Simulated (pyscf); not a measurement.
A first-order saddle from PySCF, ωB97X-D3(BJ)/def2-SVP:

```
O
Si 1 1.6582
Si 1 1.6595 2 140.16
H 3 1.4875 1 108.75 2 -149.55
H 3 1.4907 4 109.37 1 120.34
H 3 1.4933 4 109.60 5 119.37
H 2 1.5111 1 111.04 3 -90.18
H 2 1.5188 7 98.03 1 -114.24
H 2 1.5835 7 89.19 8 -140.49
H 2 1.6282 7 139.52 9 50.81
```
Charge 0, spin multiplicity 2.

Surface: doublet, charge 0. Lowest wavenumbers (cm⁻¹): 485i, 19, 46, 110, 323.

Task: Name the species on either side of this saddle.

Result: disiloxane (H₃Si–O–SiH₃) + H atom (H•) ⇌ disiloxane (H₃Si–O–SiH₃) + H atom (H•), a substitution at Si read from left to right: H–Si broken and H–Si formed. At CCSD(T)/def2-TZVPP + ΔMP2(QZVPP) it lies +0.61 eV from the left side and +0.61 eV from the right (each side as separated species at their lowest minima found). The same reactants have a lower exit, to •H₂Si–O–SiH₃ + H₂ (barrier +0.22 eV at ωB97M-D3(BJ)/def2-TZVP, against +0.53 eV here). One saddle was located; it need not be the lowest between these sides. The angle at the attacked Si is 66° (front-side attack). The CCSD(T) − MP2 part came from Ansatz, without density fitting, on the same reference.
